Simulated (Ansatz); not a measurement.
```yaml
crystal:
  periodic: [false, false, false]
  atoms:
    - {symbol: C, position_ang: [0.467755, -1.936306, 1.702410]}
    - {symbol: C, position_ang: [0.420780, -0.144373, 1.503748]}
    - {symbol: C, position_ang: [-0.280635, 0.601947, 0.663149]}
    - {symbol: C, position_ang: [0.052956, 0.069502, -0.835149]}
    - {symbol: C, position_ang: [-0.688163, 0.741378, -2.324038]}
    - {symbol: O, position_ang: [-0.240881, 2.079457, -1.966292]}
    - {symbol: H, position_ang: [0.859483, -1.898246, 2.809664]}
    - {symbol: H, position_ang: [-0.693123, -1.680569, 2.003348]}
    - {symbol: H, position_ang: [0.554291, -2.595938, 0.783740]}
    - {symbol: H, position_ang: [0.599134, 0.212475, 2.446898]}
    - {symbol: H, position_ang: [1.408630, 0.154858, 1.473756]}
    - {symbol: H, position_ang: [0.041066, 1.581606, 0.382057]}
    - {symbol: H, position_ang: [-1.287505, 0.617312, 0.629114]}
    - {symbol: H, position_ang: [1.025767, -0.028878, -1.300450]}
    - {symbol: H, position_ang: [-0.329854, -0.967006, -0.914752]}
    - {symbol: H, position_ang: [-0.672640, 0.275260, -2.638203]}
    - {symbol: H, position_ang: [-1.758909, 0.626713, -1.784163]}
    - {symbol: H, position_ang: [0.744989, 2.274155, -2.261027]}
basis:
  gaussian: {orbitals: aug-cc-pVDZ}
hamiltonian: {xc: {name: HSE06}, dispersion: d3bjatm}
accuracy: high
relax: {f_tol: 0.001, max_steps: 2}
output: {forces: true}
```

```sh
$ ansatz run in.yaml --threads 2 --pin off --events-out ev --progress --plain --max-ram 22528MiB --backend cuda --devices 0, --max-vram 18GiB
```

Shortened log:

```
Functional definition: HSE06
5129 factors; integrals over basis functions are off by at most 1.8e-9 eV
212 factors; integrals over basis functions are off by at most 5.9e-10 eV
mean field evaluation 1: about -7376.4633 eV, gradient 8.5e1 eV
mean field evaluation 2: about -7352.0983 eV, gradient 1.2e2 eV
mean field evaluation 4: about -7394.3202 eV, gradient 1.3e1 eV
mean field evaluation 8: about -7394.8562 eV, gradient 4.8e-1 eV
mean field evaluation 16: about -7394.8567 eV, gradient 1.5e-4 eV
mean field -7394.85670083 eV, -271.7559713417 hartree, gradient 6.6e-8 eV, S^2 0.000000; 0 other end points of the search recorded, 0 dependent functions left out
reference -7394.85671128 eV, -271.7559717256 hartree; 25, 25 occupied and 221, 221 virtual orbitals, 5129 factors
relax step   1: F+E_penalty+E_count = -7395.07738242 eV  Δ(F+E_penalty+E_count) = +0.000e0 eV  max|allowed force component| = 9.387e1 eV/Å  Δτ_max = 0.0000 Å  (34 SCF iters, accepted)
5141 factors; integrals over basis functions are off by at most 2.8e-9 eV
212 factors; integrals over basis functions are off by at most 1.4e-9 eV
mean field evaluation 32: about -7412.9494 eV, gradient 1.0e-8 eV
mean field -7412.94942502 eV, -272.4208666919 hartree, gradient 1.5e-8 eV, S^2 0.000000; 0 other end points of the search recorded, 0 dependent functions left out
reference -7412.94943620 eV, -272.4208671028 hartree; 25, 25 occupied and 221, 221 virtual orbitals, 5141 factors
relax step   2: F+E_penalty+E_count = -7413.16947385 eV  Δ(F+E_penalty+E_count) = -1.809e1 eV  max|allowed force component| = 1.224e1 eV/Å  Δτ_max = 0.1949 Å  (46 SCF iters, accepted)
Error: geometry relaxation did not converge after 2 steps: max|allowed force component| = 1.22e1 eV/Å (threshold 1.0e-3). Raise `relax.max_steps` over both its present limit and 2, loosen `relax.f_tol`, or start from a geometry closer to equilibrium. Where this run's directory can be resumed (`checkpoint.write`), a resume goes on for up to `relax.max_steps` more
```

In this input the relaxation is allowed too few steps for its threshold. The calculation stopped without meeting its thresholds.
